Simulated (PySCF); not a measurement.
Vertical excitation energies

C5H5N.
SMILES: `C#C/C=C/N=C`

Method: TDDFT wB97X-D/def2-SVPD, vertical, gas phase, core orbitals frozen in the response in PySCF 2.14.0, density-fitted response routines. Geometry: PBE0-D3(BJ)/def2-SVP, one conformer, isolated molecule. Torsions of this conformer, `[CH:1]#[C:2]/[CH:3]=[CH:4]/[N:5]=[CH2:6]`: C3–C4–N5–C6 180°.

Question: Predict the UV-vis stick spectrum at this level.

Answer: 

```json
{"state": "S1", "E (eV)": "4.32", "ν̃ (cm⁻¹)": "34820", "f": "0.0005", "symmetry": "–", "main configurations (H = HOMO, L = LUMO)": "H-1→L (94%)"}
{"state": "S2", "E (eV)": "4.92", "ν̃ (cm⁻¹)": "39710", "f": "0.695", "symmetry": "A′", "main configurations (H = HOMO, L = LUMO)": "H→L (94%)"}
{"state": "S3", "E (eV)": "5.14", "ν̃ (cm⁻¹)": "41460", "f": "0.0000", "symmetry": "–", "main configurations (H = HOMO, L = LUMO)": "H-2→L (87%), H-2→L+1 (10%)"}
{"state": "S4", "E (eV)": "6.11", "ν̃ (cm⁻¹)": "49310", "f": "0.0000", "symmetry": "–", "main configurations (H = HOMO, L = LUMO)": "H→L+3 (43%), H→L+4 (23%), H→L+2 (21%)"}
{"state": "S5", "E (eV)": "6.58", "ν̃ (cm⁻¹)": "53050", "f": "0.080", "symmetry": "A′", "main configurations (H = HOMO, L = LUMO)": "H→L+1 (57%), H-3→L (19%), H-2→L+3 (8%)"}
{"state": "S6", "E (eV)": "6.92", "ν̃ (cm⁻¹)": "55840", "f": "0.0002", "symmetry": "–", "main configurations (H = HOMO, L = LUMO)": "H-1→L+1 (88%)"}
{"state": "S7", "E (eV)": "7.09", "ν̃ (cm⁻¹)": "57180", "f": "0.0055", "symmetry": "A″", "main configurations (H = HOMO, L = LUMO)": "H→L+2 (58%), H→L+4 (27%), H→L+6 (8%)"}
{"state": "S8", "E (eV)": "7.10", "ν̃ (cm⁻¹)": "57260", "f": "0.172", "symmetry": "A′", "main configurations (H = HOMO, L = LUMO)": "H-3→L (52%), H→L+1 (32%)"}
{"state": "S9", "E (eV)": "7.59", "ν̃ (cm⁻¹)": "61200", "f": "0.0013", "symmetry": "–", "main configurations (H = HOMO, L = LUMO)": "H→L+3 (41%), H→L+5 (27%), H→L+4 (20%)"}
{"state": "S10", "E (eV)": "7.96", "ν̃ (cm⁻¹)": "64230", "f": "0.058", "symmetry": "A′", "main configurations (H = HOMO, L = LUMO)": "H→L+8 (32%), H-3→L (16%), H-2→L+3 (13%)"}
```

Triplets (Tamm–Dancoff): T1 2.75 eV, H→L (91%); T2 3.87 eV, H-1→L (86%), H-1→L+1 (12%); T3 4.87 eV, H→L+1 (46%), H-3→L (35%); T4 4.90 eV, H-2→L (81%), H-2→L+1 (11%).

The lowest singlet comes at 287 nm (417 kJ/mol) in the ultraviolet; it is very weak; its leading configuration is HOMO-1→LUMO (94%). The strongest level in the table is S2 at 4.92 eV (252 nm, f = 0.695). S7/S8 lie within about 0.01 eV of each other. Löwdin shares by element: HOMO carbon 75% or more (atoms not listed hold the other 25%); LUMO carbon 55% or more, nitrogen 14% (atoms not listed hold the other 30%). The listed states span 3.65 eV, and the widest gap between neighbours is 0.97 eV (S3 to S4). Orbital energies (eV): HOMO-3 -11.32, HOMO-2 -10.00, HOMO-1 -9.79, HOMO -8.57, LUMO -0.21, LUMO+1 2.34, LUMO+2 2.45. Of the 10 states listed, 4 reach f = 0.01 and 3 stay under 0.0005. The vertical ionisation energy (ΔSCF) is 8.78 eV, 0.81 eV above S10. Symmetry labels in Cs follow from the direction of the transition dipole and are given only for states with f of 0.002 or more. Only the lowest 10 singlets were computed, as vertical energies without vibronic structure.
